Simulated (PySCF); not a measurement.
C₆H₆.
Numbering: `[cH:1]1[cH:2][cH:3][cH:4][cH:5][cH:6]1` (hydrogens: H7 on C1; H8 on C2; H9 on C3; H10 on C4; H11 on C5; H12 on C6)

Computed, not measured: PBE0-D3(BJ)/def2-SVP geometry optimisation, gas phase in PySCF.

Problem. What internal coordinates does the optimisation give?

Solution. 
```
                  bond  length (Å)
C1–C2 and 5 like bonds       1.395
C1–H7 and 5 like bonds       1.093
```

Bonds in one row agree within 0.01 Å and their mean is given. A selection of angles:
```
   angle  degrees
C2–C1–C6    120.0
C2–C1–H7    120.0
```

All internal angles of the 6-membered ring C1–C2–C3–C4–C5–C6 are 120.0° (sum 720°, against 720° for a flat polygon); it is planar, 0.00 Å rms from its mean plane, widest ring torsion 0°. All 6 C–C bonds measure 1.395 Å. The 6 heavy atoms lie in one plane (0.000 Å rms).

Point group: D6h (every atom within 0.08 Å of its image). Whether it is a minimum is left open (no frequencies).

On Arm Neoverse V1, one thread, shared host, this took 9.1 s wall and 0.50 GiB of memory at its peak. These figures are those of the optimisation.
